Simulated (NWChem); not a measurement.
SiH₃, doublet; SMILES [SiH3]

Program: NWChem. Spin-unrestricted. In the optimisation the excess spin sits in a (C3, its own frame). Structure relaxed at the PBE0-D3(BJ)/def2-TZVP, spin-unrestricted level. No stability test was run on the SCF state. Vertical excitations in the gas phase; the lowest state need not have the same character in each row. Excited states of an open shell can be spin-contaminated.

For level LRC-wPBEh/def2-SVPD, TDA:

```
Quantity                                                     Value
-----------------------------------------------------------  -----
lowest state with f > 0.02 (eV)                               5.59
lowest empty minus highest occupied level, either spin (eV)   7.50
```

Question: How do the values read with level PBE0/def2-SVPD, TDA instead?

Answer: 
- lowest state with f > 0.02 (eV): 5.46
- lowest empty minus highest occupied level, either spin (eV): 3.89
